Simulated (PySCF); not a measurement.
## SF and its ions

UHF-CCSD(T); PySCF, no relativity, basis sets S def2-TZVPPD, F def2-TZVPPD. Neutral (UHF): doublet (π ↑), Re = 1.607 Å, ωe = 833 cm⁻¹, De = 3.43 eV.

SF⁺ (UHF): triplet (π ↑↑), Re = 1.514 Å, ωe = 1014 cm⁻¹, De = 3.55 eV to S⁺ + F. The energies at the minima are -497.40075 hartree for SF and -497.03371 for SF⁺.

Q: Work out the adiabatic ionisation energy, without and with harmonic zero-point energies (1 hartree = 27.2114 eV, 1 eV = 8065.5 cm⁻¹), and the change of the bond length.

A: At UHF-CCSD(T): 0.36704 hartree = 9.988 eV between the minima; the zero-point term (1014.0 − 833.0)/2 cm⁻¹ = +0.011 eV makes it 9.999 eV. Re changes by -9.3 pm against the neutral. The electron leaves a π orbital, and the shorter bond of the ion fits an antibonding orbital, or a change in how ionic the bond is.

SF⁻ (RHF): singlet (closed shell), Re = 1.731 Å, ωe = 632 cm⁻¹, De = 2.34 eV to S + F⁻. The energies at the minima are -497.40075 hartree for SF and -497.48046 for SF⁻.

Q: Work out the adiabatic electron affinity, without and with harmonic zero-point energies (1 hartree = 27.2114 eV, 1 eV = 8065.5 cm⁻¹), and the change of the bond length.

A: At CCSD(T): 0.07971 hartree = 2.169 eV between the minima; the zero-point term (833.0 − 632.0)/2 cm⁻¹ = +0.012 eV makes it 2.181 eV. Re changes by +12.4 pm against the neutral. The electron enters a π orbital, and the longer bond of the ion fits an antibonding orbital, or a change in how ionic the bond is.

Correlated steps freeze 6 core orbitals. For an ion De counts to the pair picked by the measured ionisation energies or electron affinities, which need not be the lowest pair at this level. Where the molecule has an RHF reference, its open-shell atoms are computed with UHF. States were picked by a PBE0 search and need not be the measured ground states.

Neutral and ion stand on different kinds of reference determinant, which adds to the error of the difference.
